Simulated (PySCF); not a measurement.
Species: C4H8FN.
Bonds: C1–C2, C2–F3, C2–C4, C4–N5, N5–C6, C2–C6. Hydrogens: H7, H8, H9 on C1; H10, H11 on C4; H12 on N5; H13, H14 on C6.

Vertical excitations from PySCF (density fitting, frozen core in the response, grid level 2 and gas phase unless stated; continuum runs use non-equilibrium linear response for the excitations) on a GFN2-xTB geometry. Reference run:

| settings | S1, eV (f) | S2, eV (f) | S3, eV (f) | S4, eV (f) | S5, eV (f) | S6, eV (f) | T1, eV (Tamm–Dancoff) | mean α (au) |
| --- | --- | --- | --- | --- | --- | --- | --- | --- |
| PBE0/def2-SVPD, full TDDFT, 6 singlets | 6.17 (0.000) | 6.68 (0.008) | 7.21 (0.001) | 7.46 (0.047) | 7.94 (0.004) | 8.37 (0.034) | 5.86 | 55.3 |

**Question.** What do these settings give: mPW1PW91/aug-pcSseg-1, full TDDFT, 3 singlets?

**Answer.** 
| settings | S1, eV (f) | S2, eV (f) | S3, eV (f) | S4, eV (f) | S5, eV (f) | S6, eV (f) | T1, eV (Tamm–Dancoff) | mean α (au) |
| --- | --- | --- | --- | --- | --- | --- | --- | --- |
| mPW1PW91/aug-pcSseg-1, full TDDFT, 3 singlets | 5.52 (0.000) | 6.02 (0.003) | 6.29 (0.000) | – | – | – | 5.33 | 56.1 |

S1 moves by -0.65 eV; functional and basis change together, so the shift can't be laid on one. States are counted by energy in each run and needn't keep their character from row to row.

**Question.** Which orbital pairs make up S1 in each run, and how does it sit against the orbital gap?

**Answer.** 
```tsv
settings	S1 configurations (weight)	S1 (eV)	orbital gap (eV)	S1 − gap (eV)
PBE0/def2-SVPD, full TDDFT, 6 singlets	H→L 0.77, H→L+1 0.22	6.17	7.58	-1.41
mPW1PW91/aug-pcSseg-1, full TDDFT, 3 singlets	H→L 0.84, H→L+1 0.12	5.52	6.66	-1.14
```

One conformer stands for the species.
